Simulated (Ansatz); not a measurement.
Molecule: trichloroborane, BCl3, net charge 0, singlet state. 
Structure (B3LYP-D3(BJ)/def2-TZVP (Ansatz, a program for electronic structure) minimum search):
```xyz
4

B      0.0000     0.0000     0.0000
Cl     0.0051     1.7450    -0.0247
Cl     1.5085    -0.8773    -0.0189
Cl    -1.5136    -0.8677     0.0437
```
Charge 0, spin multiplicity 1.

Basis-set convergence of Hartree-Fock and CCSD correlation energies (hartree) with Ansatz. Cores are frozen in the correlated levels unless marked. Spin-orbit coupling is left out. No relativistic terms.

```csv
basis,functions,E(HF),"E(corr, CCSD)"
aug-cc-pV(D+d)Z,119,-1403.33554,-0.56748
aug-cc-pV(T+d)Z,211,(withheld),(withheld)
```

Some entries are withheld; supply them.


- aug-cc-pV(T+d)Z, E(HF): -1403.37919
- aug-cc-pV(T+d)Z, E(corr, CCSD): -0.71775
